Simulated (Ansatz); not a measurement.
hcp Co, treated with PBE0 in Ansatz (plane waves, PAW).

Numerical settings: plane-wave cutoff 460 eV, 12×12×8 k mesh (along the axes of the cell as run), Fermi–Dirac smearing 0.05 eV, spin-polarised with parallel moments, scalar-relativistic PAW data made under PBE.

Cell (relaxed at this level):

```xyz
2
Lattice="1.2416 -2.1506 0.0000 1.2416 2.1506 0.0000 0.0000 0.0000 4.4246" Properties=species:S:1:pos:R:3 pbc="T T T"
Co     1.2416     0.7169     1.1061
Co     1.2416    -0.7169     3.3184
```
Starting moments (μB, in the order of the record's atoms Co Co): 1.8 1.8.

Task: Give the computed magnetic moment per atom (the cell's total over its atoms).

Result: 
- magnetic moment per atom (the cell's total over its atoms): 2.09 μB

Moments are spin moments.

Computed values are for the static lattice.

It cost about 3 core-hours (a rough figure) of CPU time.

Ansatz is a quantum-chemistry and plane-wave program.
